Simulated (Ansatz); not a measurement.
# One shape, several levels: AlO (oxoaluminum)

Aim: a comparison of 6 runs (U-wB97M-V/6-31G, UB2PLYP/6-31G, RPA@PBE/6-31G, UCCSDT/6-31G, UCCSD/3-21G, UCCSD(T)/6-31G) of AlO (oxoaluminum). 

The results are computed with Ansatz 0.2.0.

48 further runs of the same task are left out: 2 that didn't finish, 46 set aside as unsound or not needed.

### 1 The system as given

The species is AlO (2 atoms), meant as a doublet with charge 0. As SMILES, `[O]=[Al]`. The Al2–O1 distance was set to 2.430 Å, away from the relaxed value.

Bond lengths: O1–Al2 2.430 Å.

### 2 The energy at U-wB97M-V/6-31G (run 1)

Contents of run.yaml:

```yaml
crystal:
  periodic: [false, false, false]
  atoms:
    - {symbol: O, position_ang: [0.000000, -0.000000, -0.834830]}
    - {symbol: Al, position_ang: [-0.000000, 0.000000, 1.594970]}
basis:
  gaussian:
    orbitals: 6-31G
magnetization:
  spin_polarized: true
  initial_magnetization: 1
hamiltonian:
  xc: {name: wB97M-V}
accuracy: high
```

Run with:

```bash
$ ansatz run run.yaml --threads 1 --pin off --max-ram 3480MiB --events-out events.jsonl --progress --plain --runs-dir runs
```

What it wrote, cut to the lines that bear on the results:

```text
Warning: RAYON_NUM_THREADS=1 ignored (pool sized by the plan → 1); use --threads N
Functional definition: wB97M-V
  name "wB97M-V"
[...]
  gx(w, u) = 1 - cx + cx01*u + cx10*w
  gss(w, u) = css00 + css04*u^4 + css10*w + css20*w^2 + css43*w^4*u^3
  gos(w, u) = cos00 + cos10*w + (cos20 + cos21*u)*w^2 + (cos60 + cos61*u)*w^6
[...]
      + integral(e_c_pw_mod_opposite_spin*gos(b97_w_opposite, b97_u_opposite)) + vv10(b, c)
401 factors; integrals over basis functions are off by at most 3.3e-9 eV
171 factors; integrals over basis functions are off by at most 2.2e-9 eV
[...]
mean field -8638.81234724 eV, -317.4704981636 hartree, gradient 7.0e-8 eV, S^2 0.769130; 4 other end points of the search recorded, 0 dependent functions left out
reference -8638.81235022 eV, -317.4704982733 hartree; 11, 10 occupied and 11, 12 virtual orbitals, 401 factors
Total energy: -8638.81235022 eV, -317.4704982733 hartree
```

Wall time 25 s (1 thread of Intel Xeon Platinum 8488C (Sapphire Rapids), shared host); peak memory 0.4 GiB.

### 3 The energy at UB2PLYP/6-31G (run 2)

Contents of job.yaml:

```yaml
crystal:
  periodic: [false, false, false]
  atoms:
    - {symbol: O, position_ang: [0.000000, -0.000000, -0.834830]}
    - {symbol: Al, position_ang: [-0.000000, 0.000000, 1.594970]}
basis:
  gaussian:
    orbitals: 6-31G
magnetization:
  spin_polarized: true
  initial_magnetization: 1
hamiltonian:
  xc: {name: B2PLYP}
correlation:
  frozen_orbitals: {Al: 5, O: 1}
accuracy: high
```

Run with:

```bash
$ ansatz run job.yaml --threads 1 --pin off --max-ram 3480MiB --events-out events.jsonl --progress --plain --runs-dir runs
```

What it wrote, cut to the lines that bear on the results:

```text
Warning: RAYON_NUM_THREADS=1 ignored (pool sized by the plan → 1); use --threads N
Functional definition: B2PLYP
  name "B2PLYP"
[...]
401 factors; integrals over basis functions are off by at most 3.3e-9 eV
[...]
mean field -8633.03621703 eV, -317.2582292939 hartree, gradient 2.7e-8 eV, S^2 0.783908; 7 other end points of the search recorded, 0 dependent functions left out
6 core orbitals not correlated: weight in the atoms' cores, before any rotation towards them, 1.000 or more for the frozen orbitals, at most 0.000 for the correlated occupied ones
reference -8633.03623373 eV, -317.2582299074 hartree; 5, 4 occupied and 11, 12 virtual orbitals, 401 factors
second order -4.56034754 eV of doubles, -0.00000000 eV of singles
Total energy: -8634.26752756 eV, -317.3034791213 hartree
```

It took 4.2 s on 1 thread of Intel Xeon Platinum 8488C (Sapphire Rapids), shared host; peak memory 0.13 GiB.

Runs 3 to 5 aren't shown in full; the table further down has their settings and results.

### 4 The energy at UCCSD(T)/6-31G (run 6)

Edit run.yaml of step 2 so:

```diff
@@ -11,4 +11,7 @@
   initial_magnetization: 1
-hamiltonian:
-  xc: {name: wB97M-V}
+correlation:
+  method: ccsd_t
+  frozen_orbitals: {Al: 5, O: 1}
 accuracy: high
+scf:
+  omitted_lower_state_checks: [cluster_reference, increment]
```

Run with:

```bash
$ ansatz run run.yaml --threads 1 --pin off --max-ram 3480MiB --events-out events.jsonl --progress --plain --runs-dir runs
```

What it wrote:

```text
Warning: RAYON_NUM_THREADS=1 ignored (pool sized by the plan → 1); use --threads N
[... 27 lines left out ...]
6 core orbitals not correlated: weight in the atoms' cores, before any rotation towards them, 1.000 or more for the frozen orbitals, at most 0.000 for the correlated occupied ones
[... 36 lines left out ...]
Total energy: -8620.73394889 eV, -316.8061292785 hartree
Checks for a lower state left out: cluster_reference, increment
```

It took 1.7 s on 1 thread of Intel Xeon Platinum 8488C (Sapphire Rapids), shared host.

### 5 The series

```tsv
run	level	frozen core orbitals	energy (Eh)	⟨S²⟩	wall time
1	U-wB97M-V/6-31G	–	-317.470498	0.769	25 s
2	UB2PLYP/6-31G	6	-317.303479	0.784	4.2 s
3	RPA@PBE/6-31G	6	-316.879415	0.776	4.2 s
4	UCCSDT/6-31G	6	-316.807471	0.860	2.9 s
5	UCCSD/3-21G	6	-315.095994	1.044	1.2 s
6	UCCSD(T)/6-31G	6	-316.806129	0.860	1.7 s
```

### 6 What came out

| quantity | value |
| --- | --- |
| run 6: total energy | -316.80613 Eh |
| run 6: correlation energy (6 core orbitals frozen) | -143.9 mEh |
| run 6: (T) correction | -3.49 mEh |
| run 6: ⟨S²⟩ of the reference determinant | 0.860 |
| run 6: T1 diagnostic | 0.047 |

Totals of different functionals can't be ranked against each other. Spin contamination of the reference: run 5 ⟨S²⟩ = 1.04, run 4 ⟨S²⟩ = 0.86, run 6 ⟨S²⟩ = 0.86. All runs together took 39 s, the longest 25 s.
